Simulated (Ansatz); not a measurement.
Reaction: C2H7N (N-methylmethanamine, SMILES CNC) → CH3 (SMILES [CH3], doublet) + CH4N (SMILES [NH]C, doublet) (the C-N bond breaks)
Each species at its own B3LYP-D3(BJ)/def2-TZVP minimum (Ansatz, a first-principles code).

Wanted: bond dissociation energy (electronic), in kJ/mol. Radicals and triplets start from unrestricted determinants; spin-orbit coupling is neglected. CBS(X,Y): correlation extrapolated as X^-3, Hartree-Fock from the larger set. A bracket is a step between two methods taken in the basis named. Functionals run without relativity, which enters their misses. Double hybrids freeze cores in their MP2 part. 'core' is core correlation in cc-pwCVTZ, 'X2C' scalar relativity in cc-pVTZ-DK, both at CCSD(T).

Compared with CCSD(T)/CBS(cc-pVTZ,cc-pVQZ) + [CCSDT(Q) - CCSD(T)]/cc-pVDZ + core + X2C (Ansatz).

**Question.** Rank these levels by how close they come to it, closest first: r2SCAN/def2-TZVPD (Ansatz); B2PLYP/def2-TZVPD (Ansatz); B3LYP/def2-TZVPD (Ansatz).

**Answer.** B2PLYP/def2-TZVPD (351.8 kJ/mol, difference -18.0), B3LYP/def2-TZVPD (337.3 kJ/mol, difference -32.5), r2SCAN/def2-TZVPD (330.4 kJ/mol, difference -39.4)
